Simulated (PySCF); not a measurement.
Start geometry of acetylene (`C#C`) from GFN2-xTB (Å):
```
atom  x, y, z in Å
C1     0.5396   -0.0056    0.5771
C2    -0.5345    0.0079    0.0562
H3     1.4840   -0.0173    1.0353
H4    -1.4789    0.0198   -0.4019
```

Problem. What comes out of this run: CAM-B3LYP/6-31+G* geometry optimisation, gas phase (PySCF 2.14.0)?

Solution. 
```
atom  x, y, z in Å
C1     0.544   -0.006    0.578
C2    -0.540    0.008    0.056
H3     1.505   -0.018    1.042
H4    -1.501    0.020   -0.408
```

The energy falls by 0.41 kcal/mol over 3 energy and gradient evaluations, the largest force component goes from 0.0132 to 1.9e-04 Eh/bohr, and the atoms move by 0.016 Å rms after alignment. Among the bonds, C1–H3 and C2–H4 change most and about equally (+0.018 Å). Bonds longer at the end by more than 0.005 Å: 3 of 3; shorter: 0. The orientation of the end geometry is arbitrary; only internal coordinates are fixed.

The run used 40 basis functions and 15 SCF cycles in all.

Whether it is a minimum is left open (no frequencies).
